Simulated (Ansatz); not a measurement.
**The aluminium atom (doublet): the correlation ladder, cc-pV(D+d)Z**

Aim: climb from Hartree-Fock through coupled cluster and multireference methods for the aluminium atom (doublet) at one geometry and basis, and see what each rung misses.

The runs use Ansatz 0.2.0, Gaussian basis; cc-pV(D+d)Z, core rule «outside noble gas», up to 5 orbitals frozen.

To be run: CCSD(T) on UHF; BCCD(T) on ROHF; CISD; CCSDT on ROHF; CCSDT on UHF; CASSCF and MRCISD+Q, 3 electrons in 4 orbitals; CASSCF and MRCISD+Q(relaxed), 3 electrons in 4 orbitals; CASSCF and NEVPT4(SD), 3 electrons in 4 orbitals; CASSCF and NEVPT2, 3 electrons in 4 orbitals; Full CI.

## (1) The atom

A free atom, in its lowest state of this spin that the program finds.

1 atom, charge 0, spin multiplicity 2.

## (2) CCSD(T) on UHF

Input file in.yaml:

```yaml
crystal:
  periodic: [false, false, false]
  atoms:
    - {symbol: Al, position_ang: [0.000000, 0.000000, 0.000000]}
basis:
  gaussian: {orbitals: "cc-pV(D+d)Z.json"}
magnetization: {spin_polarized: true, initial_magnetization: 1}
correlation: {method: ccsd_t, electrons: outside_noble_gas}
```

Run with:

```sh
> ansatz run in.yaml --threads 1 --pin off --events-out ev --progress --plain --max-ram 3916MiB
```

Further steps of the session: BCCD(T) on ROHF; CISD; CCSDT on ROHF; CCSDT on UHF; CASSCF and MRCISD+Q, 3 electrons in 4 orbitals; CASSCF and MRCISD+Q(relaxed), 3 electrons in 4 orbitals; CASSCF and NEVPT4(SD), 3 electrons in 4 orbitals; CASSCF and NEVPT2, 3 electrons in 4 orbitals; Full CI.

Q: Predict the results of all the runs planned. Wanted: FCI below the UHF energy; UMP2 from FCI; UCCSD(T) from FCI; NEVPT2 valence from FCI; NEVPT4(SD) valence from FCI; MRCISD+Q valence from FCI; effectively unpaired electrons.

**Answer**, as computed:

```
                         quantity                                                                                                              value
         FCI below the UHF energy                                                                                                         -1.3244 eV
                    UMP2 from FCI                                                                                                         +483.4 meV
                UCCSD(T) from FCI                                                                                                          +10.3 meV
          NEVPT2 valence from FCI                                                                                                         +237.9 meV
      NEVPT4(SD) valence from FCI                                                                                                          +26.0 meV
        MRCISD+Q valence from FCI                                                                                                          -20.6 meV
levels within 1 kcal/mol (43 meV)  UCCSD, UCCSD(T), BCCD(T), UCCSDT, NEVPT4(SD) valence, MRCISD valence, MRCISD+Q valence, MRCISD+Q(relaxed) valence
   effectively unpaired electrons                                                                                                               1.06
```

**Reading.** UCCSD(T) lands +10.3 meV from the yardstick (0.8 % of the correlation energy). MRCISD+Q valence, MRCISD+Q(relaxed) valence fall below full CI: the +Q correction isn't variational, and the cores differ from full CI's. One determinant dominates. Of the multireference levels listed MRCISD+Q valence comes nearest in total energy (-20.6 meV), which doesn't show that its space is the better one. These misses are within one basis, not against nature; the frozen cores of restricted and unrestricted runs differ, which can shift their rows.
